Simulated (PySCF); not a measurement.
Identify the compound

An unknown has the formula C₂F₃N. Its calculated NMR data are:

13C{1H} NMR (computed): δ 119.6, 114.7.

No solvent model, fast rotation and ring inversion assumed for equivalent nuclei, relativity neglected, single conformer. PBE0-D3(BJ)/def2-TZVP structure; shielding tensors at B97-2/pcSseg-2 (GIAO); PySCF.

Shifts are taken against calculated references (same method and geometry level): 13C vs TMS.

**Question.** Propose a structure and justify it.

**Answer.** 
1. The formula gives 2 degrees of unsaturation (no ring in the answer).
2. 2 carbon signals for 2 carbons: no two carbons are equivalent.
3. Carbon types of the structure: 2 × C.
4. δC 119.6: CF3 carbon; 3 electronegative neighbours deshield it.
5. δC 114.7: nitrile carbon; typical of a nitrile.

These data were computed for SMILES N#CC(F)(F)F.

The shifts were computed for this structure.

Splittings by 19F in the carbon and heteronuclear signals aren't shown, as no couplings were computed. Shifts are as computed. Against solution values, carbons near 30 ppm lie about +3 ppm off and those near 130 ppm about +7 ppm. Of 1211 compounds with measured shifts, 218 miss one by over three times the rms of a fit or turn the order of signals round; such compounds aren't used in these exercises.
